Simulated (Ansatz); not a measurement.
Cost and result for the atomization energy of C₃H₅NO, SMILES `CC1=C(O)N1` (10 atoms, 10 bonds).

```xyz
10

C     0.951    1.260   -0.464
C     0.164    0.114   -0.033
C    -0.492   -0.976   -0.030
O    -0.794   -2.168   -0.511
N    -1.051   -0.101    0.963
H     0.295    2.107   -0.695
H     1.519    1.007   -1.361
H     1.656    1.586    0.307
H    -1.584   -2.479   -0.054
H    -0.663   -0.350    1.880
```

The species carries charge 0 and has multiplicity 1. Geometry: relaxed with PBE0-D4/def2-TZVP. It is one conformer, not always the lowest. Program: Ansatz. All runs use 2 threads of an AMD EPYC 9R45 on a shared host. Times are those of one run each, without the atoms' runs, and a repeat can differ threefold. Electronic energies, without spin–orbit coupling; frozen cores. CCSD(T)/CBS adds CCSD(T) − MP2 in def2-TZVPP to the MP2 limit, and its time is that of the two runs behind it. T1 = 0.012. B3LYP takes the VWN-RPA correlation (the form of Gaussian; ORCA's B3LYP/G).

CCSD(T)/CBS is a level of theory with its own doubt, some kJ/mol a heavy atom from the limit and from the frozen cores, so smaller differences don't rank the functionals.

| level | functions | atomization (kcal/mol) | difference from CCSD(T)/CBS | per bond |
| --- | --- | --- | --- | --- |
| PBE0-D4/def2-TZVPP | 225 | 951.7 | 13.9 | 1.4 |
| MP2/def2-QZVPP | 435 | 951.9 | 14.1 | 1.4 |
| PBE-QIDH/def2-TZVPP | 225 | 934.9 | -2.9 | -0.3 |
| CCSD(T)/def2-SVP | 95 | 885.8 | -52.0 | -5.2 |
| CCSD(T)/def2-TZVPP | 225 | 908.9 | -28.9 | -2.9 |
| B97M-V/def2-TZVPP | 225 | 941.8 | 4.0 | 0.4 |
| CCSD(T)/CBS(def2) | – | 937.8 | 0.0 | 0.0 |
| r2SCANh-D4/def2-TZVPP | 225 | 934.0 | -3.8 | -0.4 |
| PBE-D4/def2-TZVPP (with forces) | 225 | 983.3 | 45.5 | 4.6 |
| ωB97M-V/def2-TZVPP (with forces) | 225 | 944.2 | 6.4 | 0.6 |
| B3LYP-D4/def2-TZVPP (with forces) | 225 | 942.1 | 4.3 | 0.4 |
| r2SCAN-D4/def2-TZVPP (with forces) | 225 | 943.4 | 5.6 | 0.6 |
| CAM-B3LYP-D4/def2-TZVPP | 225 | 944.8 | 7.0 | 0.7 |

Question: Order the runs by time, with rough figures. (Estimate.)

Answer: The calculation gave: PBE-D4/def2-TZVPP (with forces) 1.2 s; PBE0-D4/def2-TZVPP 1.2 s; CAM-B3LYP-D4/def2-TZVPP 1.5 s; r2SCAN-D4/def2-TZVPP (with forces) 1.9 s; r2SCANh-D4/def2-TZVPP 1.9 s; B3LYP-D4/def2-TZVPP (with forces) 1.9 s; PBE-QIDH/def2-TZVPP 2.5 s; CCSD(T)/def2-SVP 2.5 s; B97M-V/def2-TZVPP 3.3 s; ωB97M-V/def2-TZVPP (with forces) 4.3 s; MP2/def2-QZVPP 9.5 s; CCSD(T)/def2-TZVPP 46 s; CCSD(T)/CBS(def2) 56 s.

From r2SCAN to r2SCAN0 (25 % exact exchange), in def2-TZVPP and without D4, the atomization energy moves by −23.0 kcal/mol: exact exchange takes away binding that semilocal exchange gives to molecules. Leaving LDA and LC-ωPBE aside and taking each functional with its dispersion term where it has one, the values, not all of them listed here, spread over 86.5 kcal/mol, from BHLYP-D4 to PBE-D4. LDA lies +136.2 kcal/mol from PBE without D4, its usual overbinding. The D4 term adds +6.0 kcal/mol with B3LYP and +3.1 kcal/mol with PBE0; it sums over pairs of atoms, weighted by their polarisabilities, and B3LYP, whose exchange is more repulsive, gets the larger term.
